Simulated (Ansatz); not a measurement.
C4H7FO, SMILES `FC1CCCO1`. Charge 0, multiplicity 1.

Z-matrix (Å, degrees):
```
C
C 1 1.512
O 1 1.373 2 106.6
F 1 1.393 2 108.8 3 118.4
H 1 1.092 2 116.4 3 -121.9
C 2 1.525 1 101.0 3 -36.0
H 2 1.089 1 112.2 3 -158.2
H 2 1.093 1 108.9 3 81.2
C 3 1.433 1 110.3 2 22.9
H 6 1.090 2 113.3 1 155.3
H 6 1.091 2 110.0 1 -83.3
H 9 1.094 3 107.7 1 -120.2
H 9 1.092 3 108.9 1 122.2
```

Question: Give the diagnostics of a CCSD(T)/def2-TZVPP run (frozen core, Ansatz 0.2.0). (An estimate is asked.)

Answer: Computed: T1 = 0.0112, largest single amplitude 0.016, largest double 0.012, (T) share of the correlation energy 3.7 %, 9 CCSD cycles. The RHF solution is stable towards an unrestricted one. T1 lies under the customary mark of 0.02 for closed shells.
